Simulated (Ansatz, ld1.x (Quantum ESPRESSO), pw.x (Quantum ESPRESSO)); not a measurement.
# From atom to crystal: PAW potential for Tc

| Item | Value |
| --- | --- |
| Element | Tc |
| Generator | ld1.x (Quantum ESPRESSO) 7.5 |
| Type | PAW |
| Functional | PBEsol |
| Relativity | scalar-relativistic |
| Frozen core | [Ar] 3d10 |
| Valence charge | 15 |
| Reference configuration | 4s2 4p6 4d5 5s2 5p0 |
| Partial waves | 4s (bound): rcut 1.35, rcutus 1.60 bohr; 5s (bound): rcut 1.35, rcutus 1.60 bohr; 4p (bound): rcut 1.65, rcutus 1.80 bohr; 5p (bound, empty): rcut 1.65, rcutus 1.80 bohr; 4d (bound): rcut 1.80, rcutus 2.40 bohr; 4d channel at 0.6 Ry: rcut 1.80, rcutus 2.40 bohr |
| Local potential | all-electron potential smoothed inside 2.15 bohr (lloc = -1) |
| Core correction | a·sin(br)/r model core inside 0.95 bohr |
| Augmentation charge | PSQ, radius 1.55 bohr |

Atomic tests: cutoffs needed: 30 Ry and 45 Ry (the cutoffs (Ry, on a coarse ladder) from which the occupation-weighted sum of valence levels, in a spherical-Bessel basis at the reference potential, stays within 10 and 1 mRy of its value at 400 Ry); ghost test: no extra level below or beside the all-electron valence levels (s, p, d, f tested) (spherical-Bessel basis up to 400 Ry, 20 bohr box); largest excitation error: -54 meV (all-electron minus pseudo) for 4s1 4p6 4d5 5s2 5p0, out of 7 test configurations.

Crystal test: diamond Tc in pw.x 7.5, no spin, 8³ k-points, Fermi–Dirac smearing 0.01 Ry, cutoffs 55/440 Ry. The reference is all-electron LAPW (Ansatz 0.2.0) with the same functional, mesh and smearing; V0 and B0 come from Birch–Murnaghan fits to the pressures at five volumes. Errors are pseudo minus all-electron; Δ is the rms difference of the E(V) curves that follow from these fits, minima aligned, over ±6 % about the mean V0. Mesh and smearing are coarse, so the numbers serve the comparison and aren't converged zero-temperature values; the lattice is a test structure that the element need not adopt.

```
V (Å³/atom)  P all-electron (GPa)  P pseudo (GPa)
     19.515                  9.54            3.77
     20.028                  4.51           -0.75
     20.542                  0.10           -4.71
     21.056                 -3.77           -8.17
     21.569                 -7.15          -11.19
```

All-electron: a0 = 5.478 Å (V0 = 20.55 Å³/atom), B0 = 164.5 GPa.

Pseudopotential: mean pressure error (GPa): -4.85; a0 (Å): 5.423; a0 error (%): -1.01; B0 error (%): +2.1; Δ (meV/atom): 22.5. The largest radius (2.40 bohr) exceeds half the bond length (2.24 bohr), so the spheres overlap, which is one possible source of error among others. This is a poor potential for the solid.

Question: At the middle volume, how do free energy and pressure move when the wave cutoff is lowered (ecutrho held at 440 Ry)?

Answer:

| cutoff (Ry) | shift of F (meV/atom) | shift of P (GPa) |
| --- | --- | --- |
| 25 | +750.9 | -5.98 |
| 33 | +225.5 | -0.67 |
| 44 | +41.7 | +0.31 |

Input at the middle volume:

```
&control
  calculation='scf', prefix='x', pseudo_dir='./', outdir='./tmp', tstress=.true., disk_io='none'
/
&system
  ibrav=0, nat=2, ntyp=1, ecutwfc=55, ecutrho=440, nbnd=24,
  occupations='smearing', smearing='fd', degauss=0.01
/
&electrons
  conv_thr=1e-09, mixing_beta=0.4, electron_maxstep=70
/
ATOMIC_SPECIES
Tc 1.0 Tc.UPF
CELL_PARAMETERS angstrom
  0.00000000 2.73871963 2.73871963
  2.73871963 0.00000000 2.73871963
  2.73871963 2.73871963 0.00000000
ATOMIC_POSITIONS crystal
Tc 0.0000 0.0000 0.0000
Tc 0.2500 0.2500 0.2500
K_POINTS automatic
8 8 8 0 0 0
```

```bash
pw.x < Tc.scf.in > Tc.scf.out
```

Lines of the output:

```
Message from routine setup:
     using ibrav=0 with symmetry is DISCOURAGED, use correct ibrav instead
     lattice parameter (alat)  =       7.3192  a.u.
     unit-cell volume          =     277.2486 (a.u.)^3
     number of electrons       =        30.00
     number of Kohn-Sham states=           24
     kinetic-energy cutoff     =      55.0000  Ry
     charge density cutoff     =     440.0000  Ry
     scf convergence threshold =      1.0E-09
     Exchange-correlation= SLA  PW   PSX  PSC
     number of k points=    29  Fermi-Dirac smearing, width (Ry)=  0.0100
     iteration #  1     ecut=    55.00 Ry     beta= 0.40
     total energy              =    -783.40205335 Ry
     estimated scf accuracy    <       0.57285312 Ry
     iteration #  2     ecut=    55.00 Ry     beta= 0.40
     total energy              =    -783.41418400 Ry
     estimated scf accuracy    <       0.18996835 Ry
     iteration #  3     ecut=    55.00 Ry     beta= 0.40
     total energy              =    -783.42851219 Ry
     estimated scf accuracy    <       0.00291815 Ry
     iteration #  4     ecut=    55.00 Ry     beta= 0.40
     total energy              =    -783.43080577 Ry
     estimated scf accuracy    <       0.00712925 Ry
     iteration #  5     ecut=    55.00 Ry     beta= 0.40
     total energy              =    -783.43479328 Ry
     estimated scf accuracy    <       0.01050890 Ry
     iteration #  6     ecut=    55.00 Ry     beta= 0.40
     total energy              =    -783.43601885 Ry
     estimated scf accuracy    <       0.00576118 Ry
     iteration #  7     ecut=    55.00 Ry     beta= 0.40
     total energy              =    -783.43702647 Ry
     estimated scf accuracy    <       0.00679290 Ry
     iteration #  8     ecut=    55.00 Ry     beta= 0.40
     total energy              =    -783.43728826 Ry
     estimated scf accuracy    <       0.00809451 Ry
     [... 29 iterations left out ...]
     iteration # 38     ecut=    55.00 Ry     beta= 0.40
     total energy              =    -783.44121036 Ry
     estimated scf accuracy    <       0.00000163 Ry
     iteration # 39     ecut=    55.00 Ry     beta= 0.40
     total energy              =    -783.44121047 Ry
     estimated scf accuracy    <       0.00000003 Ry
     iteration # 40     ecut=    55.00 Ry     beta= 0.40
     total energy              =    -783.44121051 Ry
     estimated scf accuracy    <       0.00000021 Ry
     iteration # 41     ecut=    55.00 Ry     beta= 0.40
     total energy              =    -783.44121047 Ry
     estimated scf accuracy    <       0.00000012 Ry
     iteration # 42     ecut=    55.00 Ry     beta= 0.40
     total energy              =    -783.44121052 Ry
     estimated scf accuracy    <       0.00000001 Ry
     iteration # 43     ecut=    55.00 Ry     beta= 0.40
     total energy              =    -783.44121052 Ry
     estimated scf accuracy    <          2.4E-09 Ry
     iteration # 44     ecut=    55.00 Ry     beta= 0.40
     total energy              =    -783.44121052 Ry
     estimated scf accuracy    <          4.3E-09 Ry
     iteration # 45     ecut=    55.00 Ry     beta= 0.40
     the Fermi energy is    13.6179 ev
!    total energy              =    -783.44121052 Ry
     estimated scf accuracy    <          1.1E-10 Ry
     smearing contrib. (-TS)   =      -0.00897415 Ry
     The total energy is F=E-TS. E is the sum of the following terms:
     one-electron contribution =    -120.01733120 Ry
     hartree contribution      =      87.79422865 Ry
     xc contribution           =     -43.48395275 Ry
     ewald contribution        =    -234.18914993 Ry
     one-center paw contrib.   =    -473.53603114 Ry
     convergence has been achieved in  45 iterations
          total   stress  (Ry/bohr**3)                   (kbar)     P=      -47.08
     Message from routine punch:
     Nothing written, as per user request (disk_io='none')
```

The run at the middle volume (29 k-points, 45 iterations) took about 2.6 min on one core of a shared host (Neoverse-V1, 32 threads, 247 GiB, load 16).
